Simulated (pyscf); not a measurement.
A first-order saddle from PySCF, ωB97X-D3(BJ)/def2-SVP:

```
Ga
H 1 1.8767
Si 2 1.8370 1 81.06
H 3 1.4930 2 86.92 1 -122.61
H 3 1.4932 4 114.26 2 85.20
H 3 1.5060 4 104.88 2 -160.69
As 1 2.4054 2 87.95 3 176.89
H 7 1.5186 1 92.64 2 60.69
H 7 1.5201 8 93.77 1 -93.80
```
Charge 0, spin multiplicity 1.

Surface: singlet, charge 0. Lowest wavenumbers (cm⁻¹): 392i, 86, 104, 126, 228.

Problem. Which two sides does it connect, and which bonds change?

Solution. `[Ga][AsH2]` [singlet] + `[SiH4]` ⇌ `[SiH3][GaH][AsH2]`, an insertion read from left to right: H–Si broken and Ga–Si, Ga–H formed. At ωB97M-D3(BJ)/def2-TZVP it lies +101.4 kJ/mol from the left side and +155.1 kJ/mol from the right (each side as separated species at their lowest minima found). On the reactant side the descent ends in a complex (not fully relaxed), 25.7 kJ/mol under the separated species and 109.0 kJ/mol under the saddle at ωB97X-D3(BJ)/def2-TZVP. At ωB97X-D3(BJ)/def2-TZVP the barrier from the zero used here is 83.3 kJ/mol. This is the saddle that the search found; another between the same sides may lie lower. Elements up to Kr have no core potential and no relativistic terms here.
